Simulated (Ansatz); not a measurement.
# AlH₂− (singlet): from Hartree-Fock to the top rungs at distance Al1–H2 = 1.536 Å, 6-31++G**

An exercise on one series of results from a longer session: the logs are not shown, and one member is left open.

The runs use Ansatz 0.2.0, Gaussian basis; 6-31++G**, core rule «outside noble gas», up to 5 orbitals frozen.

Plan: UHF; CCSD(T) on RHF; CCSD(T) on UHF; BCCD(T) on RHF; CISD; CCSDT(Q) on RHF; CCSDT(Q) on UHF; CCSDTQ on RHF; CASSCF and MRCISD+Q, 2 electrons in 2 orbitals; CASSCF and NEVPT2, 2 electrons in 2 orbitals; CASSCF and MRCISD+Q, 6 electrons in 6 orbitals; CASSCF and NEVPT2, 6 electrons in 6 orbitals; Full CI.

17 further runs of the same task are left out: 13 that didn't finish, 4 set aside as unsound or not needed.

## The geometry

The geometry derives from a PBE0/def2-TZVPD stationary point (not a proven minimum). One bond is set to the value named and the two fragments are kept rigid.

3 atoms, charge -1, spin multiplicity 1.

Atoms are counted from 1 here; the program's logs count them from 0.

Bond lengths: Al1–H2 1.536 Å, Al1–H3 1.697 Å. Angles: H2–Al1–H3 93.2°.

The first run:

File in.yaml:

```yaml
crystal:
  periodic: [false, false, false]
  atoms:
    - {symbol: Al, position_ang: [0.000000, -0.077208, -0.004061]}
    - {symbol: H, position_ang: [0.000000, 0.978141, -1.120097]}
    - {symbol: H, position_ang: [0.000000, 1.088633, 1.228819]}
basis:
  gaussian: {orbitals: "6-31++G**"}
total_charge: -1
magnetization: {spin_polarized: true, initial_magnetization: 0}
hamiltonian: {xc: hf}
output: {orbitals: {seedname: orbitals}}
```

Launch:

```bash
$ ansatz run in.yaml --threads 1 --pin off --events-out ev --progress --plain --max-ram 2393MiB
```

Steps of the session up to this table: UHF; CCSD(T) on RHF; CCSD(T) on UHF; BCCD(T) on RHF; CISD; CCSDT(Q) on RHF; CCSDT(Q) on UHF; CCSDTQ on RHF; CASSCF and MRCISD+Q, 2 electrons in 2 orbitals; CASSCF and NEVPT2, 2 electrons in 2 orbitals; CASSCF and MRCISD+Q, 6 electrons in 6 orbitals; CASSCF and NEVPT2, 6 electrons in 6 orbitals; Full CI.

One table of the session follows, with a row left open; its other results are not shown here.

It belongs to the step «Misses and costs». 

```
          method  from FCI (kJ/mol)
             RHF             +250.7
             UHF             +244.5
            RMP2                  ?
            CISD              +17.0
           RCCSD               +6.3
        RCCSD(T)               +1.6
         BCCD(T)               +1.6
          RCCSDT               +0.2
       RCCSDT(Q)               +0.1
         RCCSDTQ                0.0
     CASSCF pair             +215.9
     MRCISD pair              +13.0
   MRCISD+Q pair               -2.0
  CASSCF valence             +149.3
  NEVPT2 valence              +54.4
  MRCISD valence               +8.1
MRCISD+Q valence               +2.1
             FCI                  0
```

Q: Estimate the row for RMP2 from the others.

**Answer.** from FCI (kJ/mol): +64.5. In the column «from FCI (kJ/mol)» it lies between NEVPT2 valence (+54.4) and CASSCF valence (+149.3).

Not comparable, so not listed: CCSD(T) on UHF; CASSCF and NEVPT2, 2 electrons in 2 orbitals (they don't share determinant, frozen orbitals or solution with the rows shown, or repeat one).

Caveats from the session: MRCISD+Q pair falls below full CI: the +Q correction isn't variational, and the cores differ from full CI's. Warnings in the runs' records: passed over end.
